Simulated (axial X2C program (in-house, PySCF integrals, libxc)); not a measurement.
Values are calculated unless marked as measured or tabulated.
AlSi: input and output

Program: an axial X2C code built on PySCF integrals.

Input:
```json
{
 "zs": [
  14,
  13
 ],
 "q": 0,
 "bas": [
  "dyall-v3z",
  "dyall-v3z"
 ],
 "levels": [
  "PBE0",
  "HF",
  "B97-3"
 ],
 "cc": true,
 "r0": 2.42,
 "thr": -2.0,
 "nmax": 90,
 "npts": 10,
 "nst": 2,
 "ntry": 6
}
```
```bash
python so2c.py task.json out
```

Keys: zs atomic numbers; q charge; bas basis sets; levels methods; cc coupled cluster on or off; r0 starting distance in Å; thr threshold in hartree for freezing inner shells (an s shell follows its p shell); nmax most natural virtual spinors; npts points on the curve; nst determinants followed; ntry starts of the search. HF also brings MP2.

Output of the HF step, 2c, at R = 2.431 Å for the state Ω = 3/2. It starts from PBE0 orbitals of this distance.

```
two-component X2C + atomic mean field  HF
basis functions 95  fitting functions 607  grid points 4360
iter        total energy     max residual
   1       -531.762126252     7.26e-02
   2       -531.774633235     5.13e-03
   3       -531.775609852     2.41e-03
   4       -531.775962936     1.27e-03
   5       -531.776142190     8.59e-04
   6       -531.776181381     7.54e-04
   7       -531.776215602     4.36e-04
   8       -531.776228817     2.29e-04
   9       -531.776233172     1.35e-04
  10       -531.776234334     4.87e-05
  11       -531.776234673     4.03e-05
  12       -531.776234864     4.00e-05
  13       -531.776235107     3.97e-05
  14       -531.776235921     3.88e-05
  15       -531.776238164     3.62e-05
  16       -531.776246893     2.37e-05
  17       -531.776248803     2.63e-05
  18       -531.776250322     1.86e-05
  19       -531.776252542     5.86e-05
  20       -531.776252359     1.22e-05
  21       -531.776252699     1.48e-05
  22       -531.776252717     1.62e-06
  23       -531.776252716     3.64e-06
  24       -531.776252717     2.25e-06
converged
one-electron -817.90130984  Coulomb 285.12991331  exact exchange -38.55740853  xc functional 0.00000000  nuclear repulsion 39.61754520  atomic mean-field constant -0.06499286
correlated 7  virtual 141  natural virtual 90  E(MP2) -0.122589951  MP2 remainder -0.001464243
iter   CCSD correlation   residual
   1     -0.139391742   1.36e-01
   2     -0.146855422   5.89e-02
   3     -0.147813851   2.23e-02
   4     -0.148210655   1.21e-02
   5     -0.148293574   6.59e-03
   6     -0.148348221   3.47e-03
   7     -0.148388844   2.15e-03
   8     -0.148389994   1.55e-03
   9     -0.148394059   1.08e-03
  10     -0.148400853   6.66e-04
  11     -0.148409267   3.28e-04
  12     -0.148411487   1.53e-04
  13     -0.148412586   7.32e-05
  14     -0.148412722   4.18e-05
  15     -0.148413039   2.84e-05
  16     -0.148413265   1.90e-05
  17     -0.148413299   1.09e-05
  18     -0.148413256   6.20e-06
  19     -0.148413221   3.80e-06
  20     -0.148413228   2.73e-06
(T) -0.008905682  T1 0.0484  D1 0.0716  max T2 0.079
```
Energies are in hartree; totals compare only within one Hamiltonian and basis. T1 is large, a sign of multireference character or of a spin-contaminated reference. T1 in the output is the amplitude norm over the root of the electron number; divide by √2 for the Lee–Taylor value.
